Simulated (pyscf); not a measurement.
A first-order saddle from PySCF, ωB97X-D3(BJ)/def2-SVP:

```xyz
8

N     -0.1421     1.0681    -0.0246
Si    -0.5618    -0.5920    -0.2113
H     -0.7626     1.7455     0.4021
H      0.6996     1.4908    -0.4001
H      0.3960    -1.0952    -1.2456
O      0.0464    -1.5556     1.3524
H     -1.1944    -1.4545     0.9922
H      0.1681    -0.9251     2.0812
```

Surface: singlet, charge 0. Lowest wavenumbers (cm⁻¹): 1553i, 195, 331, 347, 414.

### Question
Name the species on either side of this saddle.

### Answer
H₂N–SiH: [singlet] + H₂O ⇌ H₂N–SiH₂–OH, an insertion read from left to right: H–O broken and O–Si, H–Si formed. At CCSD(T)/def2-TZVPP + ΔMP2(QZVPP) it lies +0.86 eV from the left side and +3.53 eV from the right (each side as separated species at their lowest minima found). On the reactant side the descent ends in an adduct with a O–Si contact, 0.34 eV under the separated species and 1.05 eV under the saddle at ωB97X-D3(BJ)/def2-TZVP. What is counted as formed (O–Si) is already present as a longer contact in the reactant adduct; forming that adduct is a step of its own. At ωB97X-D3(BJ) the barrier from the zero used here is 0.72 eV. The same reactants have a lower exit, to NH₃ + HO–SiH: [singlet] (barrier -0.02 eV at ωB97M-D3(BJ), against +0.80 eV here). One saddle was located; it need not be the lowest between these sides. The CCSD(T) − MP2 part came from Ansatz, without density fitting, on the same reference.
